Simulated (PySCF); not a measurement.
## Mg: ionisation energy

Mg [Ne] 3s2 (1S) → Mg⁺ [Ne] 3s1 (2S), as a difference of total energies. Computed with PySCF 2.14 in aug-cc-pCVDZ (6s5p3d, 36 functions), with the non-relativistic Hamiltonian (point nucleus). Correlated levels: valence: [Ne] frozen. The calculations carry no spin-orbit coupling.

```csv
method,ionisation energy (eV)
UHF,6.619
MP2 (valence),7.211
SCS-MP2 (valence),7.330
CCSD (valence),7.518
```

How much does correlation contribute at MP2 (valence)?

7.211 − (6.619) = 0.592 eV, measured against UHF.

Errors of the correlated levels include the incompleteness of this basis and the frozen core.

With two correlated electrons CCSD is exact in that space.

For comparison: 7.646 eV (measured; NIST Atomic Spectra Database, ionization energies).
